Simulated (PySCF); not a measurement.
The vertical singlet excitations below were computed for one of the candidates. Computed with PySCF 2.14.0, density-fitted response routines, TDDFT PBE0/def2-SVPD, vertical, gas phase, core orbitals frozen in the response. Geometries: GFN2-xTB, one conformer each.

| state | E (eV) | f |
| --- | --- | --- |
| S1 | 4.36 | 0.042 |
| S2 | 6.04 | 0.034 |
| S3 | 6.40 | 0.011 |
| S4 | 6.50 | 0.231 |
| S5 | 6.77 | 0.060 |
| S6 | 6.99 | 0.039 |

Orbital energies (eV): HOMO-3 -10.04, HOMO-2 -9.25, HOMO-1 -8.21, HOMO -6.42, LUMO -0.61, LUMO+1 0.64, LUMO+2 1.10.

Question: Which candidate is it? All have the formula C5H9N.
A. `C=C/N=C\CC`
B. `NCCC1C=C1`
C. `C=NCC1CC1`
D. `CCCCC#N`

Answer: A. Its S1, at 4.36 eV, is the lowest among the candidates; the nearest of the others has S1 at 4.93 eV. S1 is HOMO→LUMO (89%). Löwdin shares by element: HOMO carbon 51% or more, nitrogen 34%; LUMO carbon 51% or more, nitrogen 24% (atoms not listed hold the other 25%). At the same level the other candidates give, for their lowest levels:
- `C=NCC1CC1`: 4.93 eV (f 0.001); 6.80 eV (f 0.003); 7.12 eV (f 0.053); 7.21 eV (f 0.081); 7.60 eV (f 0.009); T1 4.06 eV; HOMO -7.22, LUMO -0.25 eV
- `CCCCC#N`: 7.85 eV (f 0.000); 8.17 eV (f 0.011); 8.20 eV (f 0.002); 8.69 eV (f 0.004); 8.81 eV (f 0.022); T1 6.47 eV; HOMO -9.20, LUMO 0.35 eV
- `NCCC1C=C1`: 5.87 eV (f 0.003); 6.18 eV (f 0.005); 6.30 eV (f 0.011); 6.32 eV (f 0.054); 7.14 eV (f 0.026); T1 4.00 eV; HOMO -6.76, LUMO -0.05 eV

The values belong to the conformer `[CH2:1]=[CH:2]/[N:3]=[CH:4]\[CH2:5][CH3:6]`: C1–C2–N3–C4 -61°, N3–C4–C5–C6 -134°.
Triplets come from the Tamm–Dancoff approximation.
